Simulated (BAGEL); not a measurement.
**C3H3F (SMILES C=C[C]F) at UHF/6-31G(d) (density fitting with qzvpp-jkfit, spherical functions)**

What is the energy change on altering one bond length of C3H3F at UHF/6-31G* (density fitting with qzvpp-jkfit, spherical functions)? 

Program for the calculation: BAGEL 1.2.2.

**1. The system as given**

C3H3F: 7 atoms, total charge 0, spin state triplet. As SMILES, `C=C[C]F`. Geometry: relaxed at GFN2-xTB.

Bond lengths: C1–C2 1.381 Å, C2–C3 1.354 Å, C3–F4 1.321 Å, C1–H5 1.074 Å, C1–H6 1.074 Å, C2–H7 1.081 Å. Angles: C1–C2–C3 125.0°, C2–C3–F4 129.5°, C1–C2–H7 119.1°, C3–C2–H7 115.9°, C2–C1–H5 121.2°, C2–C1–H6 120.2°, H5–C1–H6 118.6°.

**2. The energy at UHF/6-31G(d) (density fitting with qzvpp-jkfit, spherical functions)**

The input, job.json:

```json
{ "bagel": [

{
  "title": "molecule",
  "basis": "6-31gs.json",
  "df_basis": "qzvpp-jkfit",
  "angstrom": true,
  "geometry": [
    { "atom": "C", "xyz": [   -0.055490,    0.877360,   -0.361910 ] },
    { "atom": "C", "xyz": [    0.214470,   -0.103660,    0.571450 ] },
    { "atom": "C", "xyz": [    0.010420,   -1.429420,    0.386220 ] },
    { "atom": "F", "xyz": [   -0.467430,   -2.066430,   -0.667960 ] },
    { "atom": "H", "xyz": [   -0.459790,    0.631190,   -1.326290 ] },
    { "atom": "H", "xyz": [    0.137690,    1.908930,   -0.133130 ] },
    { "atom": "H", "xyz": [    0.620120,    0.182030,    1.531620 ] }
  ]
},
{
  "title": "uhf",
  "nopen": 2
},
{
  "title": "print",
  "file": "orbitals.molden",
  "orbitals": true
}

]}
```

The basis set 6-31G* is read from a file made from the Basis Set Exchange's data (not shown).

The run is started by

```console
$ BAGEL_NUM_THREADS=1 BAGEL job.json > job.out
```

Standard output:

```text
* using 1 threads per process

  ===============================================================
  ===============================================================

  *** Geometry ***

  { "atom" : "C", "xyz" : [     -0.104861,      1.657970,     -0.683911 ] },
  { "atom" : "C", "xyz" : [      0.405290,     -0.195889,      1.079884 ] },
  { "atom" : "C", "xyz" : [      0.019691,     -2.701212,      0.729850 ] },
  { "atom" : "F", "xyz" : [     -0.883315,     -3.904987,     -1.262261 ] },
  { "atom" : "H", "xyz" : [     -0.868877,      1.192776,     -2.506325 ] },
  { "atom" : "H", "xyz" : [      0.260196,      3.607355,     -0.251579 ] },
  { "atom" : "H", "xyz" : [      1.171857,      0.343987,      2.894342 ] },

  Number of auxiliary basis functions:      356

  Since a DF basis is specified, we compute 2- and 3-index integrals:
    o Being stored without compression. Storage requirement is 0.011 GB

  Number of basis functions:       62
  Number of electrons      :       30

    * METHOD: MOLECULE                             0.33

  *** Open-shell HF ***

  === Nuclear Repulsion ===
   100.6677660901

      * DIIS with orbital gradients will be used.

  === UHF iteration (6-31gs.json) ===
      0       -214.49789014          0.03957758           0.09
      1       -214.61366547          0.02420777           0.09
      2       -214.64914025          0.01440880           0.09
      3       -214.66647182          0.00237352           0.11
      4       -214.67197462          0.00110017           0.12
      5       -214.67342995          0.00056763           0.15
      6       -214.67435874          0.00014108           0.16
      7       -214.67445861          0.00005533           0.13
      8       -214.67447637          0.00002203           0.12
      9       -214.67447947          0.00000808           0.13
     10       -214.67447991          0.00000323           0.12
     11       -214.67448000          0.00000138           0.10
     12       -214.67448001          0.00000076           0.11
     13       -214.67448002          0.00000043           0.10
     14       -214.67448002          0.00000024           0.12
     15       -214.67448002          0.00000013           0.11
     16       -214.67448002          0.00000007           0.11
     17       -214.67448002          0.00000003           0.14
     18       -214.67448002          0.00000001           0.13
     19       -214.67448002          0.00000001           0.12
    * SCF iteration converged.

    * S^2 (UHF) is 2.2233

    * Permanent dipole moment:
           (   -0.159545,    -0.496566,    -0.280394) a.u.

    * METHOD: UHF                                  2.62

    * METHOD: PRINT                                0.01

  ===============================================================
```

It took 3.6 s on 1 thread of Intel Xeon at 2.50GHz (Skylake/Cascade Lake), shared host.

**3. The distorted shape, same level**

The input, calc.json:

```json
{ "bagel": [

{
  "title": "molecule",
  "basis": "6-31gs.json",
  "df_basis": "qzvpp-jkfit",
  "angstrom": true,
  "geometry": [
    { "atom": "C", "xyz": [   -0.084472,    0.722597,   -0.396233 ] },
    { "atom": "C", "xyz": [    0.185488,   -0.258423,    0.537127 ] },
    { "atom": "C", "xyz": [   -0.018562,   -1.584183,    0.351897 ] },
    { "atom": "F", "xyz": [   -0.496412,   -2.221193,   -0.702283 ] },
    { "atom": "H", "xyz": [   -0.488772,    0.476427,   -1.360613 ] },
    { "atom": "H", "xyz": [    0.137690,    1.908930,   -0.133130 ] },
    { "atom": "H", "xyz": [    0.591138,    0.027267,    1.497297 ] }
  ]
},
{
  "title": "uhf",
  "nopen": 2
},
{
  "title": "print",
  "file": "orbitals.molden",
  "orbitals": true
}

]}
```

The basis set 6-31G* is read from a file made from the Basis Set Exchange's data (not shown).

The run is started by

```console
$ BAGEL_NUM_THREADS=1 BAGEL calc.json > calc.out
```

Standard output:

```text
* using 1 threads per process

  ===============================================================
  ===============================================================

  *** Geometry ***

  { "atom" : "C", "xyz" : [     -0.159629,      1.365510,     -0.748772 ] },
  { "atom" : "C", "xyz" : [      0.350522,     -0.488349,      1.015023 ] },
  { "atom" : "C", "xyz" : [     -0.035077,     -2.993672,      0.664989 ] },
  { "atom" : "F", "xyz" : [     -0.938083,     -4.197446,     -1.327123 ] },
  { "atom" : "H", "xyz" : [     -0.923645,      0.900317,     -2.571186 ] },
  { "atom" : "H", "xyz" : [      0.260196,      3.607355,     -0.251579 ] },
  { "atom" : "H", "xyz" : [      1.117089,      0.051527,      2.829481 ] },

  Number of auxiliary basis functions:      356

  Since a DF basis is specified, we compute 2- and 3-index integrals:
    o Being stored without compression. Storage requirement is 0.011 GB

  Number of basis functions:       62
  Number of electrons      :       30

    * METHOD: MOLECULE                             0.31

  *** Open-shell HF ***

  === Nuclear Repulsion ===
   100.0815955053

      * DIIS with orbital gradients will be used.

  === UHF iteration (6-31gs.json) ===
      0       -214.48636557          0.03890183           0.13
      1       -214.60134232          0.02340165           0.12
      2       -214.63564357          0.01404035           0.11
      3       -214.65221569          0.00237305           0.08
      4       -214.65772988          0.00105815           0.12
      5       -214.65917691          0.00054966           0.13
      6       -214.66007498          0.00014143           0.14
      7       -214.66018599          0.00005473           0.16
      8       -214.66020628          0.00002273           0.15
      9       -214.66021153          0.00000873           0.19
     10       -214.66021251          0.00000442           0.14
     11       -214.66021289          0.00000242           0.17
     12       -214.66021296          0.00000155           0.11
     13       -214.66021299          0.00000085           0.12
     14       -214.66021300          0.00000046           0.13
     15       -214.66021300          0.00000025           0.09
     16       -214.66021300          0.00000014           0.10
     17       -214.66021300          0.00000006           0.12
     18       -214.66021300          0.00000003           0.10
     19       -214.66021300          0.00000002           0.12
     20       -214.66021300          0.00000001           0.10
     21       -214.66021300          0.00000001           0.10
    * SCF iteration converged.

    * S^2 (UHF) is 2.2268

    * Permanent dipole moment:
           (   -0.154881,    -0.455975,    -0.278791) a.u.

    * METHOD: UHF                                  3.08

    * METHOD: PRINT                                0.01

  ===============================================================
```

Wall time 4.2 s (1 thread of Intel Xeon at 2.50GHz (Skylake/Cascade Lake), shared host).

**4. Outcome**

Level: UHF/6-31G* (density fitting with qzvpp-jkfit, spherical functions).

| quantity | value |
| --- | --- |
| first shape: total energy | -214.67448 Eh |
| first shape: dipole moment | 1.51 D |
| first shape: ⟨S²⟩ | 2.223 |
| distorted shape: total energy | -214.66021 Eh |
| distorted shape: dipole moment | 1.41 D |
| distorted shape: ⟨S²⟩ | 2.227 |
| energy change with the C1–H6 bond stretched from 1.074 to 1.235 Å | 0.388 eV |

**Reading.** With the C1–H6 bond stretched from 1.074 to 1.235 Å the energy rises by 0.39 eV (37.5 kJ/mol). The first shape isn't relaxed at this level, so the change isn't measured from a minimum. ⟨S²⟩ (first shape) is 2.22 where a pure triplet has 2.00: the reference is spin-contaminated. ⟨S²⟩ (distorted shape) is 2.23 where a pure triplet has 2.00: the reference is spin-contaminated.
